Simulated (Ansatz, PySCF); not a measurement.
System: propane, C$_{3}$H$_{8}$, net charge 0, singlet state. 
Coordinates optimised at B3LYP-D3(BJ)/def2-TZVP (Ansatz, a program for electronic structure):
```xyz
11

C     -0.0014    -0.0033     0.5859
C      0.0027     1.2725    -0.2521
C     -0.0014    -1.2696    -0.2666
H     -0.8774    -0.0057     1.2413
H      0.8715    -0.0085     1.2455
H      0.0026     2.1656     0.3757
H     -0.0044    -2.1698     0.3510
H      0.8856     1.3165    -0.8947
H     -0.8771     1.3193    -0.8989
H     -0.8813    -1.3061    -0.9138
H      0.8814    -1.3090    -0.9097
```
Charge 0, spin multiplicity 1.


Property: enthalpy of formation at 298 K (from the atomisation energy, B3LYP-D3(BJ)/def2-TZVP harmonic zero-point and thermal terms from PySCF, and the atoms' enthalpies of formation in the G2/97 table; no spin-orbit terms, and no core term in the frozen-core levels), in eV. Correlated levels leave the core frozen unless marked. Open shells are spin-unrestricted. No spin-orbit coupling. No relativistic terms. The coupled-cluster limit lacks core correlation, which all-electron functionals hold. Basis-set limits of correlation are two-point, X^-3; Hartree-Fock from the larger set. [CCSD(T)-MP2]/basis is that difference in the basis named.

| level | program | enthalpy of formation at 298 K (eV) |
|---|---|---|
| PBE/def2-TZVPD | Ansatz | -1.38 |
| revPBE-D4/def2-TZVPD | Ansatz + dftd4 | -0.73 |
| revPBE/def2-TZVPD | Ansatz | -0.19 |
| B97M-V/def2-TZVPD | Ansatz | -1.01 |
| PBE0-D3(BJ)/def2-TZVP | Ansatz + dftd3 | -1.19 |
| BHLYP-D3(BJ)/def2-TZVPD | Ansatz + dftd3 | -0.33 |
| HSE06/def2-TZVPD | Ansatz | -1.09 |

Q: Predict the RI-MP2/CBS(cc-pVTZ,cc-pVQZ)+[CCSD(T)-MP2]/cc-pVTZ result (Ansatz).

A: -1.07 eV
